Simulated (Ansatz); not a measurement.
Input file:

```yaml
crystal:
  periodic: [false, false, false]
  atoms:
    - {symbol: N, position_ang: [0.000000, 0.000000, 0.000000]}
    - {symbol: As, position_ang: [0.000000, 0.000000, 1.763000]}
basis:
  gaussian: {orbitals: cc-pVDZ}
magnetization: {spin_polarized: true, initial_magnetization: 0}
hamiltonian: {xc: {name: BHLYP}}
```

```sh
$ ansatz run in.yaml --threads 1 --pin off --events-out ev --progress --plain --max-ram 4096MiB --backend cpu
```

The program prints:

```
465 factors; integrals over basis functions are off by at most 6.7e-4 eV
mean field evaluation 1: about -62317.2664 eV, gradient 4.2e1 eV
mean field evaluation 2: about -62268.4665 eV, gradient 8.7e1 eV
mean field evaluation 4: about -62326.5270 eV, gradient 1.3e0 eV
mean field evaluation 8: about -62326.5787 eV, gradient 2.6e-1 eV
mean field evaluation 16: about -62326.5792 eV, gradient 6.9e-5 eV
mean field evaluation 32: about -62326.8435 eV, gradient 1.7e-5 eV
mean field evaluation 64: about -62326.8423 eV, gradient 1.5e-1 eV
mean field evaluation 96: about -62326.6852 eV, gradient 8.4e-1 eV
mean field -62326.84354821 eV, -2290.4692537448 hartree, gradient 1.7e-5 eV, S^2 0.768106; 5 other end points of the search recorded, 0 dependent functions left out
reference -62326.84364795 eV, -2290.4692574102 hartree; 20, 20 occupied and 21, 21 virtual orbitals, 465 factors
Total energy: -62326.84364795 eV, -2290.4692574102 hartree
```

Ran on 1 thread of AMD EPYC 7R13, shared host: 4 s wall, 0.18 GiB peak host memory.
